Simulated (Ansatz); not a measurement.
# NaO+ (triplet): the correlation ladder, def2-TZVPP

An exercise on one series of results from a longer session: the logs are not shown, and one member is left open.

The runs use Ansatz 0.2.0, Gaussian basis; def2-TZVPP, core rule «outside noble gas», up to 6 orbitals frozen.

The runs, in order: UHF; ROHF; CCSD(T) on UHF.

2 further runs of the same task are left out: 2 set aside as unsound or not needed.

## The system

The geometry is a PBE0/def2-TZVP stationary point (not a proven minimum).

2 atoms, charge 1, spin multiplicity 3.

Atoms are counted from 1 here; the program's logs count them from 0.

Bond lengths: O1–Na2 2.517 Å.

The first run:

The input, in.yaml:

```yaml
crystal:
  periodic: [false, false, false]
  atoms:
    - {symbol: O, position_ang: [0.000000, 0.000000, 0.000000]}
    - {symbol: Na, position_ang: [0.000000, 0.000000, 2.517400]}
basis:
  gaussian: {orbitals: def2-TZVPP}
total_charge: 1
magnetization: {spin_polarized: true, initial_magnetization: 2}
hamiltonian: {xc: hf}
output: {orbitals: {seedname: orbitals}}
```

The run is started by

```bash
$ ansatz run in.yaml --threads 1 --pin off --events-out ev --progress --plain --max-ram 2816MiB --backend cpu
```

Steps of the session up to this table: UHF; ROHF; CCSD(T) on UHF.

One of the session's tables, all rows but one given; the rest of the session is left out.

It belongs to the step «Misses and costs». 

| method | from UCCSD(T) (meV) |
| --- | --- |
| ROHF | +4569.0 |
| UHF | +4390.7 |
| UMP2 | +531.9 |
| UCCSD | ? |
| UCCSD(T) | 0 |

Q: Estimate the row for UCCSD from the others.

The run gave: from UCCSD(T) (meV): +79.5. In the column «from UCCSD(T) (meV)» it lies between UCCSD(T) (0) and UMP2 (+531.9).
